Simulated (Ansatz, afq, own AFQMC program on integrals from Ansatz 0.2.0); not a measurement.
# MgBr⁻, triplet in aug-cc-pVDZ, levels against CCSDT(Q)

```tsv
atom	x (Å)	y (Å)	z (Å)
Br	0.0000	0.0000	0.0000
Mg	0.0000	0.0000	1.9500
```

Basis aug-cc-pVDZ. Only valence electrons are correlated. Ansatz 0.2.0 and our own AFQMC program on the same integrals; the CISD trial comes from CCSD amplitudes, and released means the phaseless constraint is let go. ± is one standard error of the sampling. No spin–orbit coupling.

Determinant: UHF, the one that the program's search chose, which needn't be the lowest solution. The geometry is a point of a scan.

No full CI on the walks' own integrals is used here; CCSDT(Q) serves as the reference and is uncertain by about the last step of the cluster series.

Cautions: no relativity below Rb; no spin-orbit coupling; inner d shell frozen; lower spins were not checked.

* T1 diagnostic: 0.0214
* weight of the determinant in the CISD state: 0.908
* ⟨S²⟩ of the determinant: 2.001
* size of the correlated space: 10 electrons in 44 orbitals

Reference: CCSDT(Q), correlation energy -4.242 eV. The released energy is read at 2.40 1/Eh (meV from the phaseless value at times in 1/Eh: 0 ± 9 at 0.24, -14 ± 7 at 0.51, -23 ± 9 at 0.99, -3 ± 7 at 1.62, 12 ± 11 at 2.40).

```csv
level,E − E(reference) (kJ/mol),share of correlation (%)
HF,409.3,0.00
MP2,48.4,88.18
CCSD,11.8,97.12
CCSD(T),1.8,99.56
CCSDT,0.7,99.82
ph-AFQMC/CISD,0.9 ± 0.8,99.79
released AFQMC,2.1 ± 1.0,99.49
```

A walk keeps the symmetry of its determinant, which the program's search chose and which needn't be the lowest solution, so a lower state of the same spin and another symmetry isn't excluded. Released energies are given only where the last usable release times agree within the noise; a slower fall can still hide under it.
